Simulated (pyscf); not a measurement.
`[AsH2][AsH2]` + `[OH2]` → `[AsH2][AsH2]` + `[OH2]` (four-centre exchange; singlet surface; As–H, H–O broken, As–H, H–O formed). PySCF, gas phase, ωB97X-D3(BJ)/def2-SVP geometries. Energies in kJ/mol from the separated reactants.

```
level                      barrier  reaction energy
----------------------  ----------  ---------------
ωB97X-D3(BJ)/def2-TZVP       215.8              0.0
r²SCAN/def2-TZVP             194.3              0.0
B3LYP-D3(BJ)/def2-TZVP       204.1              0.0
M06-2X/def2-TZVP        (withheld)              0.0
ωB97M-D3(BJ)/def2-TZVP  (withheld)              0.0
HF/def2-TZVP                 279.9              0.0
```

Question: Fill in the missing entries.

Answer: 
- M06-2X/def2-TZVP, barrier: 201.7
- ωB97M-D3(BJ)/def2-TZVP, barrier: 207.6

The functionals in the table span 21.6 kJ/mol in this barrier, from r²SCAN to ωB97X-D3(BJ). One saddle was located; it need not be the lowest between these sides. Elements up to Kr have no core potential and no relativistic terms here.
